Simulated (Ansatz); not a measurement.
difluoromethane (SMILES FCF) moved off its minimum; all values from Ansatz (a first-principles code), cores frozen in correlated methods.
(charge 0, multiplicity 1)
```xyz
5

F     -1.0587    -0.2802     0.0532
C      0.0514     0.5924     0.0396
F      1.1168    -0.2200     0.0383
H     -0.0397     0.9839     1.1225
H      0.0024     1.2231    -0.8474
```

### Question
Give the forces (eV/Å), the total energy and the dipole at CCSD(T)/aug-cc-pVTZ.

### Answer

```tsv
atom	Fx	Fy	Fz
F1	0.436	0.711	-0.779
C2	-1.823	-1.456	3.141
F3	0.804	0.061	-0.563
H4	0.484	0.556	-2.085
H5	0.099	0.126	0.286
```
Energy -238.7103 hartree, dipole 2.12 D.
